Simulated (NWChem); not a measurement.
Molecule: disilane (Si$_{2}$H$_{6}$); SMILES [SiH3][SiH3]

Program: NWChem. Coordinates come from a PBE0/def2-SVP optimisation. Level: PBE/def2-SVP with SMD, gas-phase geometry; reactions with the solvents are ignored.

```
SMD term (kcal/mol)                 water  chloroform
----------------------------------  -----  ----------
distortion of the solute's density   0.01        0.00
polarisation                        -0.19       -0.15
cavity, dispersion and structure     3.27       -0.44
```

Sum the solvation free energies, find the transfer free energy from water to chloroform and the partition coefficient at 298.15 K.


1. ΔG(solv, water) = 3.09 kcal/mol and ΔG(solv, chloroform) = -0.59 kcal/mol (1 M gas to 1 M solution).
2. Transfer: -0.59 − (3.09) = -3.68 kcal/mol.
3. log₁₀ K(chloroform/water) = −ΔG/(RT ln 10) = 3.68/1.364 = 2.7, so the model puts more of the solute in chloroform.
4. Of the transfer energy, 0.03 kcal/mol is electrostatic and -3.71 comes from the non-electrostatic term. The two phases are taken as the pure solvents.
